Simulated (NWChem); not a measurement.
System: benzene (C6H6); SMILES c1ccccc1

Results from NWChem. Pople sets run with spherical d functions. Coordinates come from a PBE0/def2-SVP optimisation. Total energies compare along this basis series because the functional is fixed.

| level | basis functions | energy (Ha) | highest occupied level (eV) | orbital gap (eV) |
|---|---|---|---|---|
| B3LYP/STO-3G | 36 | -229.4065 | -5.33 | 7.83 |
| B3LYP/3-21G | 66 | -230.9754 | -6.85 | 7.00 |
| B3LYP/6-31G* | 96 | -232.2437 | ? | ? |
| B3LYP/def2-SVP | 114 | -232.0846 | -6.98 | 6.75 |
| B3LYP/def2-TZVP | 222 | -232.3369 | -7.05 | 6.63 |

### Question
Some entries are withheld; supply them.

### Answer

- B3LYP/6-31G*, highest occupied level (eV): -6.71
- B3LYP/6-31G*, orbital gap (eV): 6.82
